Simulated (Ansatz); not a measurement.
Input file for C₃H₅ClF₂, SMILES `FCC(Cl)CF`:

```yaml
crystal:
  periodic: [false, false, false]
  atoms:
    - {symbol: F, position_ang: [0.032224, -1.963397, 1.420164]}
    - {symbol: C, position_ang: [0.301135, -1.216123, 0.301479]}
    - {symbol: C, position_ang: [-0.305009, 0.161082, 0.426849]}
    - {symbol: Cl, position_ang: [-2.083286, 0.053142, 0.464798]}
    - {symbol: C, position_ang: [0.141754, 1.056081, -0.704169]}
    - {symbol: F, position_ang: [-0.270188, 2.346632, -0.487458]}
    - {symbol: H, position_ang: [1.389661, -1.128945, 0.207461]}
    - {symbol: H, position_ang: [-0.099136, -1.742312, -0.569846]}
    - {symbol: H, position_ang: [-0.006475, 0.603571, 1.379323]}
    - {symbol: H, position_ang: [1.236409, 1.055992, -0.759481]}
    - {symbol: H, position_ang: [-0.271591, 0.717176, -1.658418]}
basis:
  gaussian: {orbitals: def2-SVP}
correlation: {method: ccsd_t}
```

```sh
$ ansatz run in.yaml --threads 4 --pin off --events-out ev --progress --plain
```

Output of Ansatz, abridged:

```
Functional definition: HF
1110 factors; integrals over basis functions are off by at most 1.5e-3 eV
mean field evaluation 1: about -21072.2162 eV, gradient 3.1e1 eV
mean field evaluation 2: about -21072.3641 eV, gradient 3.1e1 eV
mean field evaluation 4: about -21074.7114 eV, gradient 4.0e0 eV
mean field evaluation 8: about -21074.7559 eV, gradient 1.2e-1 eV
mean field -21074.75601302 eV, -774.4829984958 hartree, gradient 1.1e-6 eV, S^2 0.000000; 0 other end points of the search recorded, 0 dependent functions left out
10 core orbitals not correlated: weight in the atoms' cores, before any rotation towards them, 1.000 or more for the frozen orbitals, at most 0.000 for the correlated occupied ones
reference -21074.75601302 eV, -774.4829984958 hartree; 19, 19 occupied and 84, 84 virtual orbitals, 1110 factors
second order -24.93243786 eV of doubles, -0.00000000 eV of singles
cycle   1  -25.64698462 eV  change   -7.1e-1 eV  update   9.9e-2
cycle   2  -26.18787846 eV  change   -5.4e-1 eV  update   2.8e-2
cycle   3  -26.32041971 eV  change   -1.3e-1 eV  update   1.3e-2
cycle   4  -26.31786971 eV  change    2.6e-3 eV  update   2.4e-3
cycle   5  -26.31779960 eV  change    7.0e-5 eV  update   8.8e-4
cycle   6  -26.31817428 eV  change   -3.7e-4 eV  update   2.3e-4
cycle   7  -26.31808630 eV  change    8.8e-5 eV  update   7.6e-5
cycle   8  -26.31804302 eV  change    4.3e-5 eV  update   2.5e-5
perturbative correction -0.61355614 eV, -0.0225477721 hartree
Total energy: -21101.68761217 eV, -775.4727165098 hartree
```

Hardware: 4 threads of a server CPU on a shared host. Wall time 10 s, peak host memory 0.65 GiB.

MP2 recovers 92.6 % of the CCSD(T) correlation energy and the triples give 2.3 %; T1 = 0.0094.
